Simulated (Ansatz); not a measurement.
# Scan of BH$_{4}$, doublet

Starting geometry (PBE0/def2-TZVP stationary point for this spin, not checked as a minimum):

```xyz
5

B     0.0000    0.0000    0.0000
H     0.4147    0.8125    0.8107
H    -0.4243   -0.8077    0.8105
H    -0.4128    0.8086   -0.8154
H     0.4225   -0.8134   -0.8057
```

From there H5 moves along the line of the two atoms named below, all else staying in place; atoms are numbered as listed. Energies are in kJ/mol, counted from the starting geometry at the same level. Kohn–Sham curves are unrestricted where that lies lower.

Basis 6-31G; Ansatz 0.2.0. Correlated methods freeze the noble-gas cores.

In so small a basis the reference is far from its limit while semilocal and hybrid functionals are nearer theirs (RPA and double hybrids share much of the reference's basis error), so the functionals' errors here hold much of the reference's basis and frozen-core error, which can add to them or hide them.

Full CI is exact within this basis and frozen core; it isn't the basis-set limit.

| distance B1-H5 (Å) | full CI | PBE | r2SCAN | PBE0 | B3LYP | r2SCANh | wB97M-V | B2PLYP | RPA-PBE |
| --- | --- | --- | --- | --- | --- | --- | --- | --- | --- |
| 0.997 | 81.5 | 79.1 | 75.6 | 75.9 | 74.8 | 74.8 | 74.2 | 75.1 | 84.3 |
| 1.081 | 28.7 | 27.4 | 25.3 | 25.4 | 25.0 | 24.7 | 24.5 | 25.0 | 30.3 |
| 1.220 | 0.0 | 0.0 | 0.0 | 0.0 | 0.0 | 0.0 | 0.0 | 0.0 | 0.0 |
| 1.349 | 8.7 | 10.3 | 12.1 | 12.2 | 11.7 | 12.6 | 12.5 | 12.0 | 7.9 |
| 1.470 | 30.1 | 34.7 | 37.7 | 38.2 | 36.6 | 38.6 | 38.4 | 36.8 | 29.5 |
| 1.692 | 73.9 | 90.2 | 93.4 | 94.6 | 90.1 | 94.1 | 93.7 | 88.2 | 77.9 |
| 1.927 | 104.2 | 141.6 | 140.3 | 141.4 | 135.2 | 139.3 | 137.8 | 125.9 | 119.4 |
| 2.286 | 118.5 | 184.3 | 179.3 | 174.2 | 169.5 | 176.5 | 166.7 | 148.6 | 142.9 |
| 2.669 | 119.8 | 198.4 | 195.8 | 184.2 | 181.2 | 191.7 | 174.9 | 154.9 | 142.6 |
| 3.318 | 119.4 | 204.3 | 203.3 | 188.3 | 186.3 | 198.8 | 177.0 | 157.5 | 140.1 |
| 4.208 | 119.6 | 206.2 | 205.5 | 189.6 | 187.7 | 200.8 | 177.9 | 158.3 | 139.0 |

wB97M-V at 4.208 Å lies 58.3 kJ/mol (49 %) above the reference in this basis. r2SCANh at 4.208 Å lies 81.2 kJ/mol (68 %) above the reference in this basis. PBE at 4.208 Å lies 86.6 kJ/mol (72 %) above the reference in this basis. PBE0 at 4.208 Å lies 70.0 kJ/mol (58 %) above the reference in this basis.
